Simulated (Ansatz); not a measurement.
A made-up structure of CH3OSi (charge +1), closed shell:

```xyz
6
angstrom
C -0.3901 0.4832 -0.2931
Si 1.4892 -1.8443 1.1188
O 0.6439 -0.7978 0.4838
H 0.1779 1.4206 -0.2906
H -1.3084 0.5779 0.2978
H -0.6124 0.1604 -1.3168
```

It is relaxed with PBE-D4/def2-SVP and then PBE0-D4/def2-TZVP (Ansatz 0.2.0). Atoms count as bonded within 1.22 times the sum of their covalent radii (H–H: 0.88 Å). The end point is not checked to be a true minimum.

**Question.** Does its bonding change? (Judge from chemistry; the calculation decides.)

**Answer.** By the calculation: Yes. Formed: C1–O3; broken: none.

Where it ends: The first stage lowers the energy by 1.15 eV in 6 steps. It ends as CH₃OSi ([CH3][O][Si]), total charge +1:
```tsv
atom	x (Å)	y (Å)	z (Å)
C1	-0.3243	0.4017	-0.2437
Si2	1.3651	-1.6909	1.0257
O3	0.4931	-0.6108	0.3705
H4	0.2426	1.3298	-0.2393
H5	-1.2340	0.4924	0.3455
H6	-0.5425	0.0776	-1.2587
```

Labels in which every atom is bracketed show which atoms are joined, not bond orders.

For scale, one of the runs: PBE0-D4/def2-TZVP relaxation, 117 basis functions, launched by `ansatz run in.yaml --threads 2 --pin off --events-out ev --progress --plain --max-ram 4352MiB`. The run took about 17 s on 2 CPU threads of an Arm Neoverse N1 (shared host).
